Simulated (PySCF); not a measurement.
# BO and its ions

PBE0; PySCF, no relativity, basis sets B def2-TZVP, O def2-TZVP. Neutral (UKS): doublet (σ ↑), Re = 1.201 Å, ωe = 1934 cm⁻¹, De = 8.46 eV, HOMO -9.89 eV, LUMO -4.36 eV.

BO⁺ (UKS): singlet (closed shell), Re = 1.185 Å, ωe = 1972 cm⁻¹, De = 3.88 eV to B⁺ + O. The energies at the minima are -99.94761 hartree for BO and -99.46160 for BO⁺.

Work out the adiabatic ionisation energy, without and with harmonic zero-point energies (1 hartree = 27.2114 eV, 1 eV = 8065.5 cm⁻¹), and the change of the bond length.

At PBE0: 0.48601 hartree = 13.225 eV between the minima; the zero-point term (1972.0 − 1934.0)/2 cm⁻¹ = +0.002 eV makes it 13.227 eV. Re changes by -1.6 pm against the neutral. The electron leaves a σ orbital, and the shorter bond of the ion fits an antibonding orbital, or a change in how ionic the bond is.

For an ion De counts to the pair picked by the measured ionisation energies or electron affinities, which need not be the lowest pair at this level. States were picked by a PBE0 search and need not be the measured ground states.
